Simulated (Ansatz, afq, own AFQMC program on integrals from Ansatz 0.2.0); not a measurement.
## CH2N⁺, triplet in cc-pVDZ, levels against CCSDT(Q)

| atom | x (Å) | y (Å) | z (Å) |
| --- | --- | --- | --- |
| N | 0.0000 | 0.0000 | 0.5108 |
| C | 0.0000 | 0.0000 | -0.7748 |
| H | 0.0000 | 0.8569 | 1.0670 |
| H | 0.0000 | -0.8569 | 1.0670 |

Connectivity, by distances: NH2–C.

Basis cc-pVDZ. Noble-gas cores (and the filled d shells of Ga–Kr and In–Xe) are frozen. Ansatz 0.2.0 and our own AFQMC program on the same integrals; the CISD trial comes from CCSD amplitudes, and released means the phaseless constraint is let go. Free AFQMC starts from the CCSD state and is never constrained. Its projection time is finite, and what remains of the start isn't in its error. Uncertainties: one standard error, sampling alone.

Determinant: ROHF, the one that the program's search chose, which needn't be the lowest solution. The geometry is a PBE0/def2-TZVP stationary point of this or a neighbouring charge and spin state.

No full CI on the walks' own integrals is used here; CCSDT(Q) serves as the reference and is uncertain by about the last step of the cluster series.

Cautions: another spin lies lower (by 2.36 eV); a spin-contaminated unrestricted determinant lies lower (UHF 350 meV lower, ⟨S²⟩ 2.25).

- T1 diagnostic: 0.0358
- weight of the determinant in the CISD state: 0.884
- size of the correlated space: 10 electrons in 36 orbitals

Reference: CCSDT(Q), correlation energy -7.283 eV. The released energy is read at 2.40 1/Eh (meV from the phaseless value at times in 1/Eh: -8 ± 5 at 0.24, -12 ± 4 at 0.51, -22 ± 3 at 0.99, -25 ± 6 at 1.62, -14 ± 4 at 2.40).

```csv
level,E − E(reference) (kcal/mol),share of correlation (%)
HF,167.96,0.00
MP2,21.97,86.92
CCSD,6.32,96.24
CCSD(T),1.01,99.40
CCSDT,0.42,99.75
ph-AFQMC/HF,0.42 ± 0.58,99.75
ph-AFQMC/CISD,0.50 ± 0.11,99.70
released AFQMC,0.17 ± 0.09,99.90
free AFQMC,0.07 ± 0.08,99.96
```

Free projections are given only where their last times agree within the noise and don't stop above the reference; a slow remainder of the start can still hide under it. A walk keeps the symmetry of its determinant, which the program's search chose and which needn't be the lowest solution, so a lower state of the same spin and another symmetry isn't excluded. Released energies are given only where the last usable release times agree within the noise; a slower fall can still hide under it.
